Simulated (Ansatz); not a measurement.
Geometry optimisation, RKS PBE-D4/def2-SVP (Ansatz 0.2.0).

input.yaml

```yaml
crystal:
  periodic: [false, false, false]
  atoms:
    - { symbol: B, position_ang: [-0.131629, -0.095324, -0.062332] }
    - { symbol: H, position_ang: [-0.176664, -0.47482, 1.079988] }
    - { symbol: H, position_ang: [0.906026, 0.297013, -0.55329] }
    - { symbol: "N", position_ang: [-1.286638, -0.224394, -0.824614] }
    - { symbol: H, position_ang: [-2.170068, -0.557207, -0.440532] }
    - { symbol: H, position_ang: [-1.342894, 0.064473, -1.800995] }
    - { symbol: Cl, position_ang: [-0.127498, 2.601146, 1.404868] }
    - { symbol: H, position_ang: [0.029164, 1.290113, 1.626608] }
basis:
  gaussian: { orbitals: def2-SVP }
hamiltonian:
  xc: pbe
  dispersion: d4
relax:
  f_tol: 0.03
  max_steps: 50
```

Run as:

```bash
$ ansatz run input.yaml --threads 1 --pin off --max-ram 2048MiB --backend cpu --events-out ev --progress --plain --runs-dir out
```

**Question.** Where does it end, and by what steps?

**Answer.** The forces met the threshold. After 8 steps the energy has fallen by 0.063 eV; Cl7 moved furthest, 0.35 Å.

```csv
step,energy less start (eV),largest force component (eV/Å),accepted
0,0.0000,0.791,yes
1,-0.0231,1.064,yes
2,-0.0332,1.185,yes
3,-0.0327,0.753,no
4,-0.0565,0.086,yes
5,-0.0600,0.208,yes
6,-0.0627,0.038,yes
7,-0.0629,0.040,yes
8,-0.0634,0.025,yes
```

```xyz
8
Properties=species:S:1:pos:R:3
B -0.076 -0.138 -0.141
H -0.098 -0.307 1.072
H 0.964 0.073 -0.730
N -1.278 -0.231 -0.835
H -2.179 -0.400 -0.385
H -1.349 -0.109 -1.846
Cl -0.168 2.653 1.749
H -0.115 1.360 1.546
```

The run took 14 s on 1 thread of Arm Neoverse V2, with other jobs on the host, peak memory 0.13 GiB.
